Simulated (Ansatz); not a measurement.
Zinc-blende InP: LDA at its full settings (plane-wave cutoff 520 eV, 10×10×10 k mesh, Fermi–Dirac smearing 0.01 eV, scalar-relativistic PAW data made under PBE) and at cheaper ones, in a cell of 2 atoms with Γ-centred meshes.

| level and setting | equilibrium lattice constant a (Å) | bulk modulus (GPa) |
|---|---|---|
| LDA (Ansatz) | 5.827 | 71.2 |
| LDA (4×4×4 k mesh) (Ansatz) | 5.832 | 71.6 |

Largest shifts from the full settings: lattice constant a +0.09 % (LDA (4×4×4 k mesh)), against a difference of -0.53 % of the full result from the reference 5.858 Å (measured, static lattice: zero-point anharmonic expansion removed; as tabulated in Mejia-Rodriguez and Trickey (2018), arXiv:1807.09216); bulk modulus +0.6 % (LDA (4×4×4 k mesh)), against a difference of -1.1 % of the full result from the reference 72 GPa (measured, 0 K value with the zero-point phonon effect removed; as tabulated in Mejia-Rodriguez and Trickey (2018), arXiv:1807.09216).

Ansatz's density-functional and Hartree–Fock values are scalar-relativistic unless marked +SOC, with PAW data made under PBE.

Run with cheap settings on purpose, which may leave them unconverged: LDA (4×4×4 k mesh).

Ansatz is a program for electronic structure.
